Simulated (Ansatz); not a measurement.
Ansatz (a program for electronic structure) input (B2GP-PLYP/def2-TZVPD):

Ansatz 0.2 input:
```yaml
crystal:
  periodic: [false, false, false]
  atoms:
    - {symbol: F, position_ang: [-0.00000000, -0.00000000, -1.00770435]}
    - {symbol: Cl, position_ang: [0.00000000, 0.00000000, 0.53349054]}
basis:
  gaussian:
    orbitals: def2-TZVPD
hamiltonian:
  xc: {name: B2GP-PLYP}
total_charge: 1
magnetization: {spin_polarized: true, initial_magnetization: 1}
correlation: {electrons: outside_noble_gas}
```

End of the output:

```
integrals: 0.04 GiB planned
534 factors; integrals over basis functions are off by at most 8.7e-4 eV
mean field: 0.26 GiB planned
mean field evaluation 1: about -15209.2087 eV, gradient 4.4e1 eV
mean field evaluation 2: about -15209.3090 eV, gradient 4.3e1 eV
mean field evaluation 4: about -15214.8483 eV, gradient 3.3e0 eV
mean field evaluation 8: about -15214.9250 eV, gradient 3.9e-1 eV
mean field evaluation 16: about -15214.9295 eV, gradient 1.3e-3 eV
mean field -15214.92953348 eV, -559.1383473057 hartree, gradient 6.8e-6 eV, S^2 0.758867; 0 other end points of the search recorded, 0 dependent functions left out
6 core orbitals not correlated
reference -15214.92960546 eV, -559.1383499508 hartree; 7, 6 occupied and 73, 74 virtual orbitals, 534 factors
second order -13.12531642 eV of doubles, -0.00000000 eV of singles
Total energy: -15219.65471937 eV, -559.3119946842 hartree
```
